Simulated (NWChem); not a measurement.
The numbers come from NWChem runs, not from measurements. System: H2Si, charge 1, spin multiplicity 4, at the geometry of a parent with another charge or spin, in a state set for the comparison that need not be this species' ground state. Its SCF solution wasn't tested for a lower state. Level: UB2PLYP/def2-TZVP, 5 core orbitals frozen.

The NWChem input:

```
start mol
memory heap 200 mb stack 900 mb global 1100 mb
charge 1
geometry units angstroms nocenter noautoz
  Si     0.000000     0.000000     0.094735
  H      1.310258     0.000000    -0.663148
  H     -1.310258     0.000000    -0.663148
  symmetry group C2v
end
basis spherical
  * library def2-tzvp
end
dft
  xc hfexch 0.53 becke88 0.47 lyp 0.73 mp2 0.27
  dftmp2
  odft
  mult 4
  semidirect memsize 60000000 filesize 0
  iterations 100
end
mp2
  freeze core 5
end
task dft energy
```

Part of the output:

```
             Northwest Computational Chemistry Package (NWChem) 7.3.0
             --------------------------------------------------------

                                NWChem Input Module
                                -------------------

 Scaling coordinates for geometry "geometry" by  1.889725989
 (inverse scale =  0.529177249)

 Turning off AUTOSYM since
 SYMMETRY directive was detected!

                             Geometry "geometry" -> ""
                             -------------------------

 Output coordinates in angstroms (scale by  1.889725989 to convert to a.u.)

  No.       Tag          Charge          X              Y              Z
 ---- ---------------- ---------- -------------- -------------- --------------
    1 Si                  14.0000     0.00000000     0.00000000     0.09473500
    2 H                    1.0000     1.31025800     0.00000000    -0.66314800
    3 H                    1.0000    -1.31025800     0.00000000    -0.66314800

 Effective nuclear repulsion energy (a.u.)       9.9907763557

            Nuclear Dipole moment (a.u.)
            ----------------------------
        X                 Y               Z
 ---------------- ---------------- ----------------
     0.0000000000     0.0000000000    -0.0000113384

      Symmetry information
      --------------------

 Group name             C2v
 Group number             16
 Group order               4
 No. of unique centers     2

      Symmetry unique atoms

     1    2


 Summary of "ao basis" -> "" (spherical)
 ------------------------------------------------------------------------------
       Tag                 Description            Shells   Functions and Types
 ---------------- ------------------------------  ------  ---------------------
 *                         def2-tzvp                  on all atoms

  dft_input: which_mp2 not specified, using semidirect MP2 by default.

                                 NWChem DFT Module
                                 -----------------

 Summary of "ao basis" -> "ao basis" (spherical)
 ------------------------------------------------------------------------------
[...]
     2   0 2 0     -9.832182     -8.144305     -1.687877      0.000000
     2   0 1 1      0.000000      0.000000      0.000000      0.000000
     2   0 0 2     -7.726565     -8.930807     -2.385309      3.589550

                   NWChem MP2 Semi-direct Energy/Gradient Module
                   ---------------------------------------------

  Basis functions       =     49
  Molecular orbitals    =     49
  Frozen core           =      5
  Frozen virtuals       =      0
  Active alpha occupied =      4
  Active beta occupied  =      1
  Active alpha virtual  =     40
  Active beta virtual   =     43
  Use MO symmetry       = T
  Use skeleton AO sym   = T

  AO/Fock/Back tols     =   1.0D-09  1.0D-09  1.0D-09

 GA uses MA = F    GA memory limited = T

 Available:
  local mem=  4.43D+07
 global mem=  1.44D+08
 local disk=  0.00D+00
  mp2_memr nvloc                    40
  nvloc new                    40
   1 passes of   4:        3145728                      12894                    670572.
   1 passes of   4: M     44322981           G      144174398           F      41177253.

 Semi-direct pass number   1 of   1  for UHF alpha       at        0.5s
  vrange nnbf                  1225
  mp2_eaftype                    10  avail_ma_in_mb                   386
 EAF : mp2_eaftype filesize          10     335286.
  mp2_eaf for mointskh                     10
Node 0 wrote      1.6 Mb in      0.0 s     Agg I/O rate:  2324.9 Mb/s
 Done moints_semi at        0.7s
  mp2_eaftype                    10  avail_ma_in_mb                   386
 EAF : mp2_eaftype filesize          10     335286.
  mp2_eaf for kh                    10
 Done maket at        0.7s
 Done multipass loop at        0.7s

 GA uses MA = F    GA memory limited = T

 Available:
  local mem=  4.43D+07
 global mem=  1.44D+08
 local disk=  0.00D+00
  mp2_memr nvloc                    43
  nvloc new                    43
   1 passes of   1:        3145728                       7047                    183267.
   1 passes of   1: M     44322981           G      144174398           F      41177253.

 Semi-direct pass number   1 of   1  for UHF beta        at        0.8s
  vrange nnbf                  1225
  mp2_eaftype                    10  avail_ma_in_mb                   386
 EAF : mp2_eaftype filesize          10      91633.
  mp2_eaf for mointskh                     10
Node 0 wrote      0.4 Mb in      0.0 s     Agg I/O rate:  2523.1 Mb/s
 Done moints_semi at        1.0s
  mp2_eaftype                    10  avail_ma_in_mb                   386
 EAF : mp2_eaftype filesize          10      91633.
  mp2_eaf for kh                    10
 Done maket at        1.0s
 Done multipass loop at        1.0s

          -------------------------------------------
          DFT energy                    -289.971744373804
          Unscaled MP2 energy             -0.081090063578
          Total DFT+MP2 energy          -289.993638690970
          -------------------------------------------

 -----------------------
 Performance information
 -----------------------

 Timer overhead =  9.50D-08 seconds/call

               Nr. of calls         CPU time (s)                 Wall time (s)                GFlops
             ---------------    -------------------     ------------------------------   -------------------
Name         Min   Avg   Max    Min     Avg     Max     Min     Avg     Max   Mx/calls   Min     Max     Sum
mp2: moin     2     2     2   0.50    0.50    0.50     0.50    0.50    0.50    0.25      0.0     0.0     0.0
mp2: make     2     2     2   6.58E-3 6.58E-3 6.58E-3  6.58E-3 6.58E-3 6.58E-3 3.29E-3   0.0     0.0     0.0
mp2: tota     1     1     1   0.54    0.54    0.54     0.54    0.54    0.54    0.54      0.0     0.0     0.0

 The average no. of pstat calls per process was 5.00D+00
 with a timing overhead of 4.75D-07s

 Task  times  cpu:        1.0s     wall:        1.0s

 Total times  cpu:        1.0s     wall:        1.0s
```
